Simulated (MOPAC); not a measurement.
MOPAC input (AM1):

```
AM1 PRECISE GNORM=0.05 LET XYZ UHF MS=0.5 GEO-OK AUX(PRECISION=9) THREADS=1
C2H5S

C     0.06772882 1    1.33677652 1   -0.58076859 1
S    -0.20351480 1    0.11041718 1    0.56938539 1
C     0.24338008 1   -1.37270681 1   -0.36653509 1
H     0.55259827 1    1.12781644 1   -1.52160068 1
H    -0.15162162 1    2.35061391 1   -0.28599237 1
H     0.11271911 1   -2.22427414 1    0.29855508 1
H    -0.40799579 1   -1.48486538 1   -1.23221886 1
H     1.28388336 1   -1.32038413 1   -0.68508729 1
```

Question: What heat of formation does the run end on?

Answer: 13.33 kcal/mol.
